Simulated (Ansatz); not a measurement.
## Which is lower?

The two ends of one reaction step of AlH₂ClO, singlet (PBE0-D4/def2-TZVP).

A:

```tsv
atom	x (Å)	y (Å)	z (Å)
Al1	0.4441	-0.1958	-0.0527
Cl2	-0.3551	-1.5543	-1.4341
H3	1.9627	-0.2276	0.3174
O4	-0.5577	0.9474	0.6715
H5	-1.4940	1.0303	0.4979
```

B:

| atom | x (Å) | y (Å) | z (Å) |
| --- | --- | --- | --- |
| Al1 | -0.2430 | 0.3149 | 0.2087 |
| Cl2 | 1.8802 | -2.4245 | -1.6053 |
| H3 | 1.1763 | -1.5154 | -1.0036 |
| O4 | -1.1396 | 1.4837 | 0.9854 |
| H5 | -1.6740 | 2.1411 | 1.4147 |

Ansatz 0.2.0; basis: def2-TZVPP; cores frozen in the correlated methods. B3LYP uses VWN-RPA correlation.

**Question.** Which structure is lower at CCSD(T), and by how much? (Judge from chemistry; the value comes from the calculation.)

**Answer.** Computed: A, by 215.9 kJ/mol (electronic energy, against the other). By their contacts, A is AlH₂ClO ([OH][AlH][Cl]) and B is a complex of AlHO ([OH][Al]) + HCl.

All methods give the same order:

```
      method  E(B) − E(A) (kJ/mol)
       SPW92                 202.1
      PBE-D4                 198.5
     BLYP-D4                 193.0
   r2SCAN-D4                 232.8
      B97M-V                 229.3
     PBE0-D4                 212.8
    B3LYP-D4                 206.0
  r2SCAN0-D4                 234.7
    BHLYP-D4                 221.7
CAM-B3LYP-D4                 214.4
     wB97X-V                 226.7
     wB97M-V                 210.8
      B2PLYP                 215.4
    PBE-QIDH                 228.7
  RPA on PBE                 204.5
          HF                 232.6
         MP2                 229.0
        CCSD                 216.6
     CCSD(T)                 215.9
```

The T1 diagnostic stays at or below 0.012.

Labels in which every atom is bracketed show which atoms are joined, not bond orders.

For scale, one of the runs: CCSD(T)/def2-TZVPP, 143 basis functions, launched by `ansatz run in.yaml --threads 2 --pin off --events-out ev --progress --plain --max-ram 4352MiB`. Time: 8.5 s of wall clock on 2 CPU threads of an Arm Neoverse V2; the host was shared. Peak host memory: 0.75 GiB.
